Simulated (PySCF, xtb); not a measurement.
diphosphorus anion (P2), SMILES P#P (connectivity only; charge and spin as stated), charge -1, multiplicity 2.

Harmonic wavenumbers (cm⁻¹) from GFN2-xTB in xtb at its own minimum, in rising order: 778.

Task: What does PBE-D3(BJ)/def2-TZVPD (PySCF) give at its own minimum? (An estimate is asked for; the answer gives what the named calculation found.)

Result: 663. Paired by order, the mean absolute difference is 115 cm⁻¹ and the zero-point energies are 1.1 and 0.9 kcal/mol.
